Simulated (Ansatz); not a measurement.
# AlNH (quartet): from Hartree-Fock to the top rungs at a displaced geometry (v2), cc-pVDZ

One table from this session's results is given with a row withheld; the runs are named, their logs left out.

The runs use Ansatz 0.2.0, Gaussian basis; cc-pVDZ, core rule «outside noble gas», up to 6 orbitals frozen.

To be run: UHF; CCSD(T) on ROHF; CCSD(T) on UHF; BCCD(T) on ROHF; CISD; CCSDT(Q) on ROHF; CCSDT(Q) on UHF; CASSCF and MRCISD+Q, 9 electrons in 9 orbitals; CASSCF and NEVPT2, 9 electrons in 9 orbitals.

32 further runs of the same task are left out: 8 for a known fault of the program, 7 that didn't finish, 17 set aside as unsound or not needed.

## What is computed

The geometry is a PBE0/def2-TZVP stationary point (not a proven minimum) with its atoms shifted at random (size 0.100 Å).

3 atoms, charge 0, spin multiplicity 4.

Atoms are counted from 1 here; the program's logs count them from 0.

Bond lengths: Al1–N2 1.915 Å, Al1–H3 1.595 Å. Angles: N2–Al1–H3 112.3°.

The first run:

Input file in.yaml:

```yaml
crystal:
  periodic: [false, false, false]
  atoms:
    - {symbol: Al, position_ang: [0.057108, -0.106880, 0.613476]}
    - {symbol: N, position_ang: [-0.107767, 0.113682, -1.282098]}
    - {symbol: H, position_ang: [-0.031146, 1.281306, 1.394369]}
basis:
  gaussian: {orbitals: cc-pVDZ}
magnetization: {spin_polarized: true, initial_magnetization: 3}
hamiltonian: {xc: hf}
output: {orbitals: {seedname: orbitals}}
```

Launch:

```sh
> ansatz run in.yaml --threads 1 --pin off --events-out ev --progress --plain --max-ram 2393MiB
```

Steps of the session up to this table: UHF; CCSD(T) on ROHF; CCSD(T) on UHF; BCCD(T) on ROHF; CISD; CCSDT(Q) on ROHF; CCSDT(Q) on UHF; CASSCF and MRCISD+Q, 9 electrons in 9 orbitals; CASSCF and NEVPT2, 9 electrons in 9 orbitals.

One table of the session follows, with a row left open; its other results are not shown here.

It belongs to the step «Misses and costs». 

```
          method  from UCCSDT(Q) (meV)
            ROHF               +4957.7
             UHF               +4766.3
            RMP2                +966.0
            UMP2                +957.2
            CISD                +375.0
           RCCSD                +144.5
           UCCSD                +137.6
        RCCSD(T)                 +37.5
        UCCSD(T)                 +35.8
         BCCD(T)                 +38.1
          RCCSDT                 +10.0
          UCCSDT                  +8.3
       RCCSDT(Q)                     ?
       UCCSDT(Q)                     0
  CASSCF valence               +3561.8
  NEVPT2 valence                +800.9
  MRCISD valence                +205.7
MRCISD+Q valence                 +24.9
```

Q: Estimate the row for RCCSDT(Q) from the others.

As computed: from UCCSDT(Q) (meV): +2.4. In the column «from UCCSDT(Q) (meV)» it lies between UCCSDT(Q) (0) and UCCSDT (+8.3).

Caveats from the session: Restricted and unrestricted rows rest on different reference determinants; where their highest levels disagree by more than a few hundredths of an eV, they describe different states and don't form one ladder.
